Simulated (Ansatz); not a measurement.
# AlClH5N: the cost of one run

All numbers below are computed with Ansatz 0.2.0 (RKS PBE0-D4/def2-SVP).

### 1 Starting point

Bond lengths: Al1–Cl2 2.580 Å, Al1–H3 1.560 Å, Al1–H4 1.560 Å, Al1–N5 2.220 Å, N5–H6 1.060 Å, N5–H7 1.060 Å. Angles: Cl2–Al1–H3 120.0°, Cl2–Al1–H4 120.0°, Cl2–Al1–N5 71.6°, H3–Al1–H4 120.0°, H3–Al1–N5 97.0°, H4–Al1–N5 101.2°, Al1–N5–H6 120.0°, Al1–N5–H7 120.0°, H6–N5–H7 120.0°.

Coordinates:

```xyz
8

Al    0.0000    0.0000    0.0000
Cl    0.0000    0.0000    2.5800
H     1.3510    0.0000   -0.7800
H    -1.3510    0.0000   -0.7800
N     0.0928   -2.1047    0.7000
H    -0.4256   -2.8627    0.1705
H     0.6555   -2.3517    1.5637
H     0.0645   -1.4634    1.8747
```

### 2 A restrained relaxation towards end A

Springs on the bonds that form and break draw the guess towards this end; the thresholds are loose.

input.yaml reads:

```yaml
crystal:
  periodic: [false, false, false]
  atoms:
    - { symbol: Al, position_ang: [0.0, 0.0, 0.0] }
    - { symbol: Cl, position_ang: [0.0, 0.0, 2.58] }
    - { symbol: H, position_ang: [1.351, 0.0, -0.78] }
    - { symbol: H, position_ang: [-1.351, 0.0, -0.78] }
    - { symbol: "N", position_ang: [0.0928, -2.1047, 0.7] }
    - { symbol: H, position_ang: [-0.4256, -2.8627, 0.1705] }
    - { symbol: H, position_ang: [0.6555, -2.3517, 1.5637] }
    - { symbol: H, position_ang: [0.0645, -1.4634, 1.8747] }
basis:
  gaussian: { orbitals: def2-SVP }
hamiltonian:
  xc: pbe0
  dispersion: d4
relax:
  f_tol: 0.15
  max_steps: 25
  restrain:
    - { distance: [0, 4], at: 3.12, k: 30.0 }
    - { distance: [7, 1], at: 2.57, k: 30.0 }
    - { distance: [0, 1], at: 2.23, k: 30.0 }
    - { distance: [7, 4], at: 1.06, k: 30.0 }
```

On the command line:

```
$ ansatz run input.yaml --threads 1 --pin off --max-ram 2048MiB --backend cpu --events-out ev --progress --plain --runs-dir out
```

What time and memory should one allow on 1 thread of Arm Neoverse V2, shared host?

About 23 s, with a peak of 0.16 GiB.
